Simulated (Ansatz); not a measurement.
Born–Oppenheimer molecular dynamics of H₆Si₂ (8 atoms, charge 0, multiplicity 1). It starts from a relaxed structure.

Method: RKS PBE0-D4/def2-SVP (Ansatz).

- ensemble: NVE (Milne-controlled integrator)
- time step: 0.25 fs
- steps asked: 250
- starting velocities drawn for: 500 K
- masses: H 10 u
- seed: 630116

First frame:

```xyz
8
Properties=species:S:1:pos:R:3
Si 0.000 0.001 -0.062
Si 0.001 -0.001 2.283
H -1.388 -0.209 2.798
H 0.875 -1.098 2.801
H 0.514 1.306 2.799
H 1.388 0.211 -0.577
H -0.876 1.097 -0.580
H -0.511 -1.307 -0.578
```

Problem. How far do the bonds stretch over the last three quarters of this one trajectory? (Pairs bonded in most of those frames.)

Solution. 
```json
{"bond": "Si1–Si2", "mean (Å)": "2.336", "spread (Å)": "0.034", "shortest": "2.29", "longest": "2.38"}
{"bond": "Si1–H6", "mean (Å)": "1.493", "spread (Å)": "0.033", "shortest": "1.44", "longest": "1.54"}
{"bond": "Si1–H7", "mean (Å)": "1.497", "spread (Å)": "0.040", "shortest": "1.44", "longest": "1.56"}
{"bond": "Si1–H8", "mean (Å)": "1.503", "spread (Å)": "0.052", "shortest": "1.43", "longest": "1.58"}
{"bond": "Si2–H3", "mean (Å)": "1.509", "spread (Å)": "0.080", "shortest": "1.39", "longest": "1.63"}
{"bond": "Si2–H4", "mean (Å)": "1.495", "spread (Å)": "0.007", "shortest": "1.48", "longest": "1.51"}
{"bond": "Si2–H5", "mean (Å)": "1.496", "spread (Å)": "0.014", "shortest": "1.46", "longest": "1.52"}
```

Mean temperature of the second half: 254 K. The conserved energy stayed within 0.0013 meV per atom of its start (net change -0.0012 meV per atom), so the integration is sound. Over the second half the temperature averaged 0.51 of the 500 K drawn at the start: a run that starts near a minimum puts about half its kinetic energy into the potential. A run of 0.062 ps of so small a system gives no equilibrium averages.

Time of the run: 3.1 min on 1 thread of Intel(R) Xeon(R) 6975P-C (Granite Rapids) (shared host), peak memory 0.14 GiB.
